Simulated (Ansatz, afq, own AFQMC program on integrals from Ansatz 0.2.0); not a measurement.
AFQMC on a folder of integrals that Ansatz 0.2.0 wrote.

```yaml
crystal:
  periodic: [false, false, false]
  atoms:
    - {symbol: N, position_ang: [-0.101012, -0.001357, 0.000007]}
    - {symbol: H, position_ang: [2.629742, 0.035323, -0.000180]}
    - {symbol: H, position_ang: [-0.624935, 0.878589, -0.002755]}
    - {symbol: H, position_ang: [-0.601110, -0.895058, 0.002839]}
basis:
  gaussian: {orbitals: 6-31G}
total_charge: 1
magnetization: {spin_polarized: true, initial_magnetization: 1}
correlation: {method: ccsd_t, electrons: outside_noble_gas, hamiltonian_folder: ham}
```

```sh
$ ansatz run in.yaml --threads 1 --pin off --events-out ev --progress --plain --max-ram 16896MiB --backend cuda --devices 0, --max-vram 18GiB
```

afq runs on the folder ham with

```
--method free --trial cisd --walkers 200 --time-step 0.02 --max-blocks 120 --target-error 0.00128 --factor-cut 1e-06 --seed 3547 --times 0.0,0.5,1.0,2.0,3.0,4.0 --taylor-order 4
```

Times are imaginary, in 1/Eh. The walk had a cap of 60 s.

Output of the walk:

```
orbitals 14  electrons 4 3  factors 85 of 228
reference energy -55.68560532 Eh
CCSD correlation -0.07669063 Eh in 19 cycles, weight of the determinant in the CISD state 0.8988
repeat  energy at the last time / Eh  error
    10  -55.763761  0.000429
    20  -55.764040  0.000338
    30  -55.763982  0.000252
time / (1/Eh)  energy / Eh  error  mean overlap
  0.00  -55.762377  0.000079  1.1127
  0.50  -55.763534  0.000100  1.1034
  1.00  -55.763936  0.000105  1.1023
  2.00  -55.763898  0.000129  1.1055
  3.00  -55.763917  0.000241  1.1121
  4.00  -55.763942  0.000247  1.1169
energy -55.763942 +/- 0.000247 Eh
```

The run passed its tests (error under three times the target), which doesn't prove that it has relaxed.

Against this walk (error 6.7 meV) on the same determinant: CCSD(T) 14.8 meV higher, CCSDT(Q) 42.2 meV lower, CCSDTQ 41.6 meV lower, full CI 42.1 meV lower. The error is statistical, and a free projection of finite length keeps a remainder of its start. The determinant has ⟨S²⟩ = 1.72, so the low cluster orders mix in higher spin, and so can this walk. Full CI is exact here, so the walk's 42 meV above it is the walk's own error: what remains of the start. The determinant is a poor start (see the cautions), so the low cluster orders aren't to be relied on, and full CI is the sure value.

Cautions: remainder of the start not in the error; start is not spin pure; strong correlation (T1 0.044, weight of the determinant 0.90, largest double 0.12); unrestricted determinant spin contaminated (⟨S²⟩ 1.72 against 0.75).

The walk took 7.6 s on 1 × NVIDIA H100 80GB HBM3 with 2 threads of AMD EPYC 7R13 Processor (Zen 3) (shared host) (the card was shared). The log's last line is the free-projection energy.

CCSDT and higher add their correlation energy to the determinant of the CCSD(T) run, since their own runs factorise the integrals more tightly (a shift of under 2 meV). A walk keeps the symmetry of its determinant, which the program's search chose and which needn't be the lowest solution, so a lower state of the same spin and another symmetry isn't excluded.
